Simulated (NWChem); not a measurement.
System: oxygen (O2, triplet); SMILES O=O

Input file for NWChem:

```
start job
memory heap 200 mb stack 900 mb global 1100 mb
geometry units angstroms noautoz
  O      0.000000     0.000000     0.594102
  O      0.000000     0.000000    -0.594102
end
basis spherical
  * library pcseg-2
end
dft
  odft
  mult 3
  xc pbe0
  iterations 150
  mulliken
end
task dft energy
```

Excerpt of the output:

```
             Northwest Computational Chemistry Package (NWChem) 7.3.0
             --------------------------------------------------------

 ORDER OF PRIMARY AXIS IS BEING SET TO 4
 D4H symmetry detected

                             Geometry "geometry" -> ""
                             -------------------------

 Output coordinates in angstroms (scale by  1.889725989 to convert to a.u.)

  No.       Tag          Charge          X              Y              Z
 ---- ---------------- ---------- -------------- -------------- --------------
    1 O                    8.0000     0.00000000     0.00000000     0.59410200
    2 O                    8.0000     0.00000000     0.00000000    -0.59410200

 Effective nuclear repulsion energy (a.u.)      28.5029708164

      Symmetry information
      --------------------

 Group name             D4h
 Group number             28
 Group order              16
 No. of unique centers     1

                                 NWChem DFT Module
                                 -----------------

 Summary of "ao basis" -> "ao basis" (spherical)
 ------------------------------------------------------------------------------
       Tag                 Description            Shells   Functions and Types
 ---------------- ------------------------------  ------  ---------------------
 O                          pcseg-2                 10       30   4s3p2d1f

      Symmetry analysis of basis
      --------------------------

        a1g        10
        a1u         0
        a2g         0
        a2u        10
        b1g         3
        b1u         3
        b2g         3
        b2u         3
        eg         14
        eu         14

            General Information
            -------------------
          SCF calculation type: DFT
          Wavefunction type:  spin polarized.
          No. of atoms     :     2
          No. of electrons :    16
           Alpha electrons :     9
            Beta electrons :     7
          Charge           :     0
          Spin multiplicity:     3
          Use of symmetry is: on ; symmetry adaption is: on
          Maximum number of iterations: 150
          AO basis - number of functions:    60
                     number of shells:    20
          Convergence on energy requested:  1.00D-06
          Convergence on density requested:  1.00D-05
          Convergence on gradient requested:  5.00D-04

              XC Information
              --------------
                         PBE0 Method XC Functional
                     Hartree-Fock (Exact) Exchange  0.250
          PerdewBurkeErnzerhof Exchange Functional  0.750
            Perdew 1991 LDA Correlation Functional  1.000 local
           PerdewBurkeErnz. Correlation Functional  1.000 non-local

             Grid Information
             ----------------
          Grid used for XC integration:  medium
          Radial quadrature: Mura-Knowles
          Angular quadrature: Lebedev.
          Tag              B.-S. Rad. Rad. Pts. Rad. Cut. Ang. Pts.
          ---              ---------- --------- --------- ---------
          O                   0.60       49           6.0       434
          Grid pruning is: on
          Number of quadrature shells:    49
          Spatial weights used:  Erf1

      Superposition of Atomic Density Guess
      -------------------------------------

 Sum of atomic energies:        -149.55971671

      Non-variational initial energy
      ------------------------------

 Total energy =    -149.703835
 1-e energy   =    -262.979295
 2-e energy   =      84.772490
 HOMO         =      -0.194418
 LUMO         =      -0.194418

 !!!!!!!!!!!!!!!!!!!!!!!!!!!!!!!!!!!!!!!!!!!!!!!!!!!!!!!!!!!!!!!!!!!!!!
 Warning - the HOMO and LUMO are degenerate and you are using symmetry.
 This can lead to non-variational energies and poor convergence.
 Modify the initial guess, or use an open-shell wavefunction, or turn
 off symmetry.
 !!!!!!!!!!!!!!!!!!!!!!!!!!!!!!!!!!!!!!!!!!!!!!!!!!!!!!!!!!!!!!!!!!!!!!

   Symmetry analysis of molecular orbitals - initial alpha
   -------------------------------------------------------

 !! scf_movecs_sym_adapt:   12 vectors were symmetry contaminated

  Symmetry fudging

 !! scf_movecs_sym_adapt:    6 vectors were symmetry contaminated

  Numbering of irreducible representations:

     1 a1g         2 a1u         3 a2g         4 a2u         5 b1g
     6 b1u         7 b2g         8 b2u         9 eg         10 eu

  Orbital symmetries:

     1 a1g         2 a2u         3 a1g         4 a2u         5 eu
     6 eu          7 a1g         8 eg          9 eg         10 a2u
    11 a1g        12 eu         13 eu         14 a1g        15 a2u
    16 eg         17 eg         18 a2u        19 b1g

   Symmetry analysis of molecular orbitals - initial beta
   ------------------------------------------------------

 !! scf_movecs_sym_adapt:   12 vectors were symmetry contaminated

  Symmetry fudging

 !! scf_movecs_sym_adapt:    6 vectors were symmetry contaminated

  Numbering of irreducible representations:

     1 a1g         2 a1u         3 a2g         4 a2u         5 b1g
     6 b1u         7 b2g         8 b2u         9 eg         10 eu

  Orbital symmetries:

     1 a1g         2 a2u         3 a1g         4 a2u         5 eu
     6 eu          7 a1g         8 eg          9 eg         10 a2u
    11 a1g        12 eu         13 eu         14 a1g        15 a2u
    16 eg         17 eg         18 a2u        19 b1g

     ---------------------------------------------
      Total Density - Mulliken Population Analysis
     ---------------------------------------------

    Atom       Charge   Shell Charges
 -----------   ------   -------------------------------------------------------
    1 O    8     8.00   2.00  0.65  0.86  0.31  1.77  1.86  0.49  0.00  0.04  0.01
    2 O    8     8.00   2.00  0.65  0.86  0.31  1.77  1.86  0.49  0.00  0.04  0.01

     --------------------------------------------
      Spin Density - Mulliken Population Analysis
     --------------------------------------------

    Atom       Charge   Shell Charges
 -----------   ------   -------------------------------------------------------
    1 O    8     1.00   0.00  0.00  0.00  0.00  0.45  0.40  0.14  0.00  0.01  0.00
    2 O    8     1.00   0.00  0.00  0.00  0.00  0.45  0.40  0.14  0.00  0.01  0.00

   convergence    iter        energy       DeltaE   RMS-Dens  Diis-err
 ---------------- ----- ----------------- --------- --------- ---------
 d= 0,ls=0.0,diis     1   -150.1869512067 -1.79D+02  6.03D-03  1.87D-01
                                                     3.49D-03  9.55D-02
 d= 0,ls=0.0,diis     2   -150.2128752858 -2.59D-02  2.11D-03  5.72D-02
                                                     1.81D-03  5.58D-02
 d= 0,ls=0.0,diis     3   -150.2315403951 -1.87D-02  4.50D-04  1.41D-03
                                                     7.07D-05  2.35D-04
 d= 0,ls=0.0,diis     4   -150.2318938546 -3.53D-04  3.40D-05  1.72D-05
                                                     6.62D-05  5.01D-05
 d= 0,ls=0.0,diis     5   -150.2319085266 -1.47D-05  2.07D-05  1.98D-06
                                                     1.35D-05  9.51D-07
 d= 0,ls=0.0,diis     6   -150.2319093678 -8.41D-07  1.06D-06  6.74D-09
                                                     4.87D-07  2.08D-09

         Total DFT energy =     -150.231909367785
      One electron energy =     -262.708312226001
           Coulomb energy =      100.868704922996
    Exchange-Corr. energy =      -16.895272881223
 Nuclear repulsion energy =       28.502970816443

 Numeric. integr. density =       16.000001098162

                  Occupations of the irreducible representations
                  ----------------------------------------------

                     irrep           alpha         beta
                     --------     --------     --------
                     a1g               3.0          3.0
                     a1u               0.0          0.0
                     a2g               0.0          0.0
                     a2u               2.0          2.0
                     b1g               0.0          0.0
                     b1u               0.0          0.0
                     b2g               0.0          0.0
                     b2u               0.0          0.0
                     eg                2.0          0.0
                     eu                2.0          2.0

                    DFT Final Alpha Molecular Orbital Analysis
                    ------------------------------------------

 Vector    7  Occ=1.000000D+00  E=-5.766719D-01  Symmetry=a1g
              MO Center=  2.8D-15, -1.1D-15,  1.9D-15, r^2= 1.1D+00
   Bfn.  Coefficient  Atom+Function         Bfn.  Coefficient  Atom+Function
  ----- ------------  ---------------      ----- ------------  ---------------
     7      0.359978  1 O  pz                37     -0.359978  2 O  pz
    10      0.273396  1 O  pz                40     -0.273396  2 O  pz
     4      0.160566  1 O  s                 34      0.160566  2 O  s
     3      0.135560  1 O  s                 33      0.135560  2 O  s
     2      0.097324  1 O  s                 32      0.097324  2 O  s

 Vector    8  Occ=1.000000D+00  E=-3.250835D-01  Symmetry=eg
              MO Center=  5.4D-17,  5.6D-17,  4.0D-15, r^2= 9.5D-01
   Bfn.  Coefficient  Atom+Function         Bfn.  Coefficient  Atom+Function
  ----- ------------  ---------------      ----- ------------  ---------------
     5      0.414336  1 O  px                35     -0.414336  2 O  px
     8      0.358525  1 O  px                38     -0.358525  2 O  px
    11      0.224988  1 O  px                41     -0.224988  2 O  px
     6      0.049687  1 O  py                36     -0.049687  2 O  py
     9      0.042994  1 O  py                39     -0.042994  2 O  py

 Vector    9  Occ=1.000000D+00  E=-3.250835D-01  Symmetry=eg
              MO Center= -4.1D-18,  3.5D-17,  3.6D-16, r^2= 9.5D-01
   Bfn.  Coefficient  Atom+Function         Bfn.  Coefficient  Atom+Function
  ----- ------------  ---------------      ----- ------------  ---------------
     6      0.414336  1 O  py                36     -0.414336  2 O  py
     9      0.358525  1 O  py                39     -0.358525  2 O  py
    12      0.224988  1 O  py                42     -0.224988  2 O  py
     5     -0.049687  1 O  px                35      0.049687  2 O  px
     8     -0.042994  1 O  px                38      0.042994  2 O  px

 Vector   10  Occ=0.000000D+00  E= 1.616745D-01  Symmetry=a2u
              MO Center= -7.3D-15,  1.5D-15, -5.6D-15, r^2= 3.7D+00
   Bfn.  Coefficient  Atom+Function         Bfn.  Coefficient  Atom+Function
  ----- ------------  ---------------      ----- ------------  ---------------
     4      2.223306  1 O  s                 34     -2.223306  2 O  s
    13     -1.549871  1 O  pz                43     -1.549871  2 O  pz
    10     -0.229217  1 O  pz                40     -0.229217  2 O  pz
     7     -0.210098  1 O  pz                37     -0.210098  2 O  pz
     2      0.171534  1 O  s                 32     -0.171534  2 O  s

 Vector   11  Occ=0.000000D+00  E= 2.993387D-01  Symmetry=eu
              MO Center= -2.3D-14, -1.4D-13,  1.2D-15, r^2= 3.1D+00
   Bfn.  Coefficient  Atom+Function         Bfn.  Coefficient  Atom+Function
  ----- ------------  ---------------      ----- ------------  ---------------
    12      0.679252  1 O  py                42      0.679252  2 O  py
     9     -0.379174  1 O  py                39     -0.379174  2 O  py
     6     -0.179837  1 O  py                36     -0.179837  2 O  py
    11      0.111952  1 O  px                41      0.111952  2 O  px
     8     -0.062494  1 O  px                38     -0.062494  2 O  px

 Vector   12  Occ=0.000000D+00  E= 2.993387D-01  Symmetry=eu
              MO Center= -2.7D-15,  4.3D-16,  6.6D-15, r^2= 3.1D+00
   Bfn.  Coefficient  Atom+Function         Bfn.  Coefficient  Atom+Function
  ----- ------------  ---------------      ----- ------------  ---------------
    11      0.679252  1 O  px                41      0.679252  2 O  px
     8     -0.379174  1 O  px                38     -0.379174  2 O  px
     5     -0.179837  1 O  px                35     -0.179837  2 O  px
    12     -0.111952  1 O  py                42     -0.111952  2 O  py
     9      0.062494  1 O  py                39      0.062494  2 O  py

                     DFT Final Beta Molecular Orbital Analysis
                     -----------------------------------------

 Vector    5  Occ=1.000000D+00  E=-5.358067D-01  Symmetry=a1g
              MO Center=  1.6D-31,  1.2D-30,  1.6D-15, r^2= 1.2D+00
   Bfn.  Coefficient  Atom+Function         Bfn.  Coefficient  Atom+Function
  ----- ------------  ---------------      ----- ------------  ---------------
     7      0.350685  1 O  pz                37     -0.350685  2 O  pz
    10      0.269959  1 O  pz                40     -0.269959  2 O  pz
     4      0.180012  1 O  s                 34      0.180012  2 O  s
     3      0.132660  1 O  s                 33      0.132660  2 O  s
     2      0.102736  1 O  s                 32      0.102736  2 O  s

 Vector    6  Occ=1.000000D+00  E=-4.859660D-01  Symmetry=eu
              MO Center= -1.3D-16,  7.1D-17, -2.8D-15, r^2= 8.6D-01
   Bfn.  Coefficient  Atom+Function         Bfn.  Coefficient  Atom+Function
  ----- ------------  ---------------      ----- ------------  ---------------
     5      0.266815  1 O  px                35      0.266815  2 O  px
     8      0.232297  1 O  px                38      0.232297  2 O  px
     6      0.203674  1 O  py                36      0.203674  2 O  py
     9      0.177325  1 O  py                39      0.177325  2 O  py
    11      0.095860  1 O  px                41      0.095860  2 O  px

 Vector    7  Occ=1.000000D+00  E=-4.859660D-01  Symmetry=eu
              MO Center=  3.4D-16, -9.6D-17,  1.2D-15, r^2= 8.6D-01
   Bfn.  Coefficient  Atom+Function         Bfn.  Coefficient  Atom+Function
  ----- ------------  ---------------      ----- ------------  ---------------
     6      0.266815  1 O  py                36      0.266815  2 O  py
     9      0.232297  1 O  py                39      0.232297  2 O  py
     5     -0.203674  1 O  px                35     -0.203674  2 O  px
     8     -0.177325  1 O  px                38     -0.177325  2 O  px
    12      0.095860  1 O  py                42      0.095860  2 O  py

 Vector    8  Occ=0.000000D+00  E=-1.008206D-01  Symmetry=eg
              MO Center= -9.4D-17,  1.6D-17,  9.2D-16, r^2= 1.1D+00
   Bfn.  Coefficient  Atom+Function         Bfn.  Coefficient  Atom+Function
  ----- ------------  ---------------      ----- ------------  ---------------
     5      0.335524  1 O  px                35     -0.335524  2 O  px
     8      0.303567  1 O  px                11      0.303275  1 O  px
    38     -0.303567  2 O  px                41     -0.303275  2 O  px
     6     -0.187802  1 O  py                36      0.187802  2 O  py
     9     -0.169915  1 O  py                12     -0.169752  1 O  py

 Vector    9  Occ=0.000000D+00  E=-1.008206D-01  Symmetry=eg
              MO Center= -1.9D-15, -3.5D-15,  3.1D-15, r^2= 1.1D+00
   Bfn.  Coefficient  Atom+Function         Bfn.  Coefficient  Atom+Function
  ----- ------------  ---------------      ----- ------------  ---------------
     6      0.335524  1 O  py                36     -0.335524  2 O  py
     9      0.303567  1 O  py                12      0.303275  1 O  py
    39     -0.303567  2 O  py                42     -0.303275  2 O  py
     5      0.187802  1 O  px                35     -0.187802  2 O  px
     8      0.169915  1 O  px                11      0.169752  1 O  px

[...]
```

Level: PBE0/pcseg-2, spin-unrestricted. Structure relaxed at the PBE0/def2-SVP, spin-unrestricted level. No stability test was run on the SCF state.
